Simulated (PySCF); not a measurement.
Multinuclear NMR of C4H6O2

Bonds (- single, = double, # triple, : aromatic): C1=C2 1.329 Å, C2-O3 1.368 Å, O3-C4 1.359 Å, C4-C5 1.497 Å, C4=O6 1.198 Å. C1 carries H7, H8; C2 carries H9; C5 carries H10, H11, H12. H7 is cis to O3; H8 is trans to O3.

PySCF 2.14.0 with density-fitted response routines calculation with σ from GIAO-PBE0/pcSseg-1, J: B3LYP/pcJ-1 (without the spin–dipole term) and geometry from PBE0-D3(BJ)/def2-SVP; non-relativistic, no solvent, a single conformation, equivalent nuclei averaged.

Q: Where does ¹⁷O resonate?

A: 
```
atoms            environment  σ (ppm)  δ (ppm)
   O6  ester carbonyl oxygen   -112.6    364.5
   O3    ester alkoxy oxygen     72.9    199.1
```

Shieldings were converted by a linear fit to measured shifts: ¹⁷O (scatter 13.4 ppm rms, 14.2 ppm with the 1 outlier that the fit left out vs liquid water, solution or neat liquid). A few per cent of atoms miss by over 2 rms, more outside the fitted compound classes. Couplings are scaled by factors fitted to measured values: ²J(H,H) × 0.91 (rms 0.6 Hz), ³J(H,H) × 0.91 (rms 0.4 Hz, 0.5 with 2 outliers); all others are unscaled and can be 10–30 % off.

Couplings (the largest are listed; each averaged over equivalent pairs; quadrupolar broadening usually hides them): ¹J(O3,C4) = 36.9 Hz, ¹J(C4,O6) = 29.7 Hz, ¹J(C2,O3) = 23.1 Hz, ²J(O3,C5) = -21.5 Hz, ²J(C1,O3) = -10.9 Hz, ²J(C5,O6) = -2.3 Hz, ²J(O3,H9) = -1.8 Hz, ³J(O3,H8) = -11.9 Hz, ³J(O3,H7) = -3.5 Hz, ³J(O3,H10) = -3.3 Hz, ³J(C2,O6) = -3.1 Hz, ³J(O6,H10) = -1.5 Hz.

On a 500 MHz spectrometer ¹⁷O resonates near 67.8 MHz, so 1 ppm is 67.8 Hz.
